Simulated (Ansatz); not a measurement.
**The cluster Si₂Ni: geometry, orbitals and charge**

What does the cluster Si₂Ni look like as a singlet, and where do its frontier electrons sit?

Program: Ansatz 0.2.0, Gaussian basis. Level of theory: RKS PBE0-D4/def2-TZVP. These are calculated values, not measurements.

Levels to be run: relaxation at r2SCAN-D4/def2-TZVP; a single point at PBE0-D4/def2-TZVP.

2 further runs of the same task are left out: 1 that didn't finish, 1 set aside as unsound or not needed.

## Step 1: Starting geometry

3 atoms, charge 0, spin multiplicity 1.

Atoms are counted from 1 here; the program's logs count them from 0.

Bond lengths: Ni1–Si2 2.148 Å, Ni1–Si3 2.149 Å, Si2–Si3 2.240 Å. Angles: Si2–Ni1–Si3 62.8°, Ni1–Si2–Si3 58.6°, Ni1–Si3–Si2 58.6°.

Geometry (Å):

```mol
NiSi2
  3D, bonds by distance, orders not assigned

  3  3  0  0  0  0  0  0  0  0999 V2000
   -0.1934    1.1572   -0.3427 Ni  0  0
    0.3074   -0.2338    1.2157 Si  0  0
   -0.1139   -0.9234   -0.8730 Si  0  0
  1  2  8  0
  1  3  8  0
  2  3  8  0
M  END
```

No spin-orbit coupling is included.

The start is a GFN1-xTB geometry.

## Step 2: Relaxation at r2SCAN-D4/def2-TZVP

in.yaml

```yaml
crystal:
  periodic: [false, false, false]
  atoms:
    - {symbol: Ni, position_ang: [-0.193430, 1.157180, -0.342710]}
    - {symbol: Si, position_ang: [0.307380, -0.233820, 1.215680]}
    - {symbol: Si, position_ang: [-0.113950, -0.923360, -0.872970]}
basis:
  gaussian: {orbitals: def2-TZVP}
hamiltonian: {xc: r2scan, dispersion: d4}
scf: {lower_state_search: "off"}
output: {orbitals: {seedname: orbitals}}
relax: {f_tol: 0.02, max_steps: 100}
```

Command:

```console
$ ansatz run in.yaml --threads 4 --pin off --events-out ev --progress --plain --max-ram 3916MiB
```

After this run come: Single point, PBE0-D4/def2-TZVP.

Before running them: what should the planned runs give, taken together? Wanted: point group; near neighbours of the metal; HOMO, LUMO at PBE0-D4/def2-TZVP; charge on the metal; dipole at r2SCAN-D4/def2-TZVP.

As calculated:

| quantity | value |
| --- | --- |
| point group | C2v |
| near neighbours of the metal | Si 2.12, Si 2.12 Å |
| HOMO, LUMO at PBE0-D4/def2-TZVP | -5.37, -3.81 eV |
| charge on the metal (Mulliken, PBE0-D4/def2-TZVP) | +0.17 e |
| dipole at r2SCAN-D4/def2-TZVP | 1.72 D |

In words: The molecule keeps its bonding pattern by the stored test; the atoms moved 0.03 Å (rms). No usable vibrations, so a minimum isn't proven. Whether this spin is the lowest isn't tested here.
